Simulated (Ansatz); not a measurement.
**CH₂N+ (triplet): wave-function methods side by side, cc-pVDZ**

One table from this session's results is given with a row withheld; the runs are named, their logs left out.

Program: Ansatz 0.2.0, Gaussian basis. Level of theory: cc-pVDZ, core rule «outside noble gas», up to 2 orbitals frozen. These are calculated values, not measurements.

To be run: UHF; CCSD(T) on ROHF; CCSD(T) on UHF; BCCD(T) on ROHF; CISD; CCSDT(Q) on ROHF; CCSDT(Q) on UHF; CASSCF and MRCISD+Q, 10 electrons in 10 orbitals; CASSCF and NEVPT2, 10 electrons in 10 orbitals.

16 further runs of the same task are left out: 3 that didn't finish, 13 set aside as unsound or not needed.

### What is computed

The geometry is a PBE0/def2-TZVP stationary point (not a proven minimum) of the parent state, kept for this charge and spin.

4 atoms, charge 1, spin multiplicity 3.

Atoms are counted from 1 here; the program's logs count them from 0.

Bond lengths: N1–C2 1.286 Å, N1–H3 1.022 Å, N1–H4 1.022 Å. Angles: C2–N1–H3 123.0°, C2–N1–H4 123.0°, H3–N1–H4 114.0°.

The first run:

Contents of in.yaml:

```yaml
crystal:
  periodic: [false, false, false]
  atoms:
    - {symbol: N, position_ang: [0.000000, 0.000000, 0.510827]}
    - {symbol: C, position_ang: [0.000000, 0.000000, -0.774802]}
    - {symbol: H, position_ang: [0.000000, 0.856858, 1.066986]}
    - {symbol: H, position_ang: [0.000000, -0.856858, 1.066986]}
basis:
  gaussian: {orbitals: cc-pVDZ}
total_charge: 1
magnetization: {spin_polarized: true, initial_magnetization: 2}
hamiltonian: {xc: hf}
output: {orbitals: {seedname: orbitals}}
```

On the command line:

```sh
$ ansatz run in.yaml --threads 1 --pin off --events-out ev --progress --plain --max-ram 2393MiB
```

Steps of the session up to this table: UHF; CCSD(T) on ROHF; CCSD(T) on UHF; BCCD(T) on ROHF; CISD; CCSDT(Q) on ROHF; CCSDT(Q) on UHF; CASSCF and MRCISD+Q, 10 electrons in 10 orbitals; CASSCF and NEVPT2, 10 electrons in 10 orbitals.

One of the session's tables, all rows but one given; the rest of the session is left out.

```
          method  from UCCSDT(Q) (meV)
            ROHF               +7285.5
             UHF               +6935.6
            RMP2                +954.7
            UMP2               +1099.8
            CISD                +719.1
           RCCSD                +276.1
           UCCSD                +266.6
        RCCSD(T)                 +45.9
        UCCSD(T)                 +59.0
         BCCD(T)                 +49.9
          RCCSDT                 +20.3
          UCCSDT                 +19.8
       RCCSDT(Q)                  +2.2
       UCCSDT(Q)                     0
  CASSCF valence               +3705.5
  NEVPT2 valence                +769.3
  MRCISD valence                +171.6
MRCISD+Q valence                     ?
```

**Question.** Estimate the row for MRCISD+Q valence.

**Answer.** from UCCSDT(Q) (meV): +23.2. In the column «from UCCSDT(Q) (meV)» it lies between RCCSDT (+20.3) and RCCSD(T) (+45.9).

Caveats from the session: Restricted and unrestricted rows rest on different reference determinants; where their highest levels disagree by more than a few hundredths of an eV, they describe different states and don't form one ladder.
